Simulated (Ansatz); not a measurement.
`[F][AlH][PH2]` + `CNC` → `CN(C)P` + `[F][AlH2]` at 700 K and 1 bar (cleavage of the P–Al bond).

Calculated with Ansatz (gas phase, PBE0-D4/def2-TZVP geometries, no zero-point term in ΔE). CCSD(T)/CBS is the MP2 limit (def2-TZVPP, def2-QZVPP) plus CCSD(T) − MP2 in def2-TZVPP, frozen cores. This one scheme is used for every species. Each species was taken in one conformer, which may not be the lowest.

```csv
species,CCSD(T)/CBS energy (Eh),H − E (kJ/mol),S (J/(mol·K))
`[F][AlH][PH2]`,-684.62569,123.6,384.2
`CNC`,-135.00321,296.9,352.4
`CN(C)P`,-476.53702,335.7,425.9
`[F][AlH2]`,-343.06661,74.9,289.9
```

H − E and S are ideal-gas, rigid-rotor, harmonic terms from PBE0-D4/def2-TZVP, for one conformer and one mirror image of each species. 1 Eh = 2625.50 kJ/mol, R = 8.31446 J/(mol·K).

Q: By hand: ΔE, ΔH, ΔS and ΔG.

A: ΔE = (-476.53702) + (-343.06661) − (-684.62569) − (-135.00321) = 0.02527 Eh = 66.3 kJ/mol. Δ(H − E) = 335.7 + 74.9 − 123.6 − 296.9 = -9.9, so ΔH = 56.4 kJ/mol. ΔS = 425.9 + 289.9 − 384.2 − 352.4 = -20.8 J/(mol·K). ΔG = 56.4 − 700 × (-20.8)/1000 = 71.0 kJ/mol.

Q: By hand: the equilibrium constant, and the temperature at which ΔG would vanish if ΔH and ΔS stayed fixed.

A: log₁₀ K = −ΔG/(RT ln 10) = -5.3. ΔH and −TΔS have one sign here, so there is no such temperature.

ΔH outweighs TΔS. A doubt of 5 kJ/mol in ΔE shifts log₁₀ K by 0.4 here. Other conformers and mirror images would add mixing entropy, several J/(mol·K) or more a flexible species. These are equilibria of isolated gas molecules and say nothing of rates. Largest T1 diagnostic: 0.014 (customary marks: 0.02 for closed shells, 0.045 for open ones).
